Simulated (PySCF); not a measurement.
Complexes of hydrogen chloride

Gas-phase complexes of hydrogen chloride, each in one structure from a short search with a few starts, optimised by PBE0-D3(BJ)/def2-TZVPD; other ways of binding may lie lower. Energies in kcal/mol, CCSD(T) at its estimated basis limit, counterpoise-corrected (PySCF): interaction is complex less parts frozen as they stand in it. Contacts are written partner···hydrogen chloride; electrostatic, Pauli and orbital are terms of the uncorrected MP2 energy, whose rest is dispersion or correlation. The CCSD(T) estimate is Hartree-Fock/aug-cc-pVQZ, plus the MP2 correlation part extrapolated as X⁻³ from aug-cc-pVTZ and aug-cc-pVQZ, plus CCSD(T) less MP2 in aug-cc-pVDZ; noble-gas cores are frozen. It isn't the exact limit.

3 other partners are left out, for which the search missed the form known or expected to bind best.

Frequency runs check only 3 of the 5 structures; these show no clear imaginary mode. 2 further partners within 0.25 kcal/mol of a listed one are not ranked.

(1) Order these partners of hydrogen chloride by interaction energy, strongest first: carbon monoxide, dinitrogen, hydrogen sulfide, methanol, ethylene.

## Answers

(1) methanol (-6.7), hydrogen sulfide (-3.3), ethylene (-3.0), carbon monoxide (-2.0), dinitrogen (-1.3).
```tsv
partner	contact	distance (Å)	interaction	electrostatic	Pauli	orbital
methanol	O···H	1.73	-6.7	-14.5	19.0	-7.9
hydrogen sulfide	S···H	2.34	-3.3	-6.8	10.8	-4.4
ethylene	C···H	2.37	-3.0	-5.8	8.7	-3.3
carbon monoxide	C···H	2.26	-2.0	-3.5	5.3	-1.8
dinitrogen	N···H	2.35	-1.3	-1.6	2.2	-0.7
```
